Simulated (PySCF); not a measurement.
C5H9S (charge -1).
SMILES with atom numbers: `[CH3:1][C@@H:2]([S-:3])[CH:4]1[CH2:5][CH2:6]1` (hydrogens: H7, H8, H9 on C1; H10 on C2; H11 on C4; H12, H13 on C5; H14, H15 on C6)

Computed geometry: GFN2-xTB, gas phase.

Q: Give the optimised bond lengths and angles.

A: 
| bond | length (Å) | order |
| --- | --- | --- |
| C1–C2 | 1.530 | single |
| C2–S3 | 1.813 | single |
| C2–C4 | 1.511 | single |
| C4–C5 | 1.504 | single |
| C5–C6 | 1.500 | single |
| C4–C6 | 1.494 | single |
| C1–H7, C1–H8, C1–H9 | 1.091 | single |
| C2–H10 | 1.103 | single |
| C4–H11 | 1.085 | single |
| C5–H12 | 1.083 | single |
| C5–H13 | 1.082 | single |
| C6–H14 | 1.081 | single |
| C6–H15 | 1.082 | single |

Bonds in one row agree within 0.01 Å and their mean is given. Orders are formal, as drawn. A selection of angles:
| angle | degrees |
| --- | --- |
| C2–C1–H7 | 109.5 |
| C2–C1–H9 | 111.4 |
| H7–C1–H8 | 108.1 |
| H7–C1–H9 | 108.9 |
| C1–C2–S3 | 110.8 |
| C1–C2–C4 | 110.0 |
| C1–C2–H10 | 108.7 |
| S3–C2–C4 | 110.1 |
| S3–C2–H10 | 108.3 |
| C4–C2–H10 | 109.0 |
| C2–C4–C5 | 121.0 |
| C2–C4–C6 | 120.9 |
| C2–C4–H11 | 112.3 |
| C5–C4–C6 | 60.1 |
| C5–C4–H11 | 116.9 |
| C6–C4–H11 | 116.5 |
| C4–C5–C6 | 59.7 |
| C4–C5–H12 | 119.3 |
| C4–C5–H13 | 118.0 |
| C6–C5–H12 | 118.5 |
| C6–C5–H13 | 117.9 |
| H12–C5–H13 | 113.5 |
| C5–C6–H14 | 118.0 |
| C5–C6–H15 | 118.5 |
| C4–C6–C5 | 60.3 |
| C4–C6–H14 | 117.7 |
| C4–C6–H15 | 119.0 |
| H14–C6–H15 | 113.5 |

Dihedral angles: C1–C2–C4–C5 76° (synclinal); C2–C4–C5–C6 110° (anticlinal); C2–C4–C6–C5 -110° (anticlinal).

The 3-membered ring C4–C5–C6 has internal angles of 59.7° to 60.3°. The C–C distances run from 1.494 Å (C4–C6, drawn single) to 1.530 Å (C1–C2, drawn single), a spread of 0.036 Å. Of the pairs four or more bonds apart, H10···H14 is among the closest relative to their van der Waals radii: 2.48 Å, 104 % of the sum of Bondi's values.

Point group: C1 (no symmetry element, even within 0.4 Å). No GFN2-xTB frequencies stand behind this structure, so it isn't proved a minimum.

One conformer stands for the species.
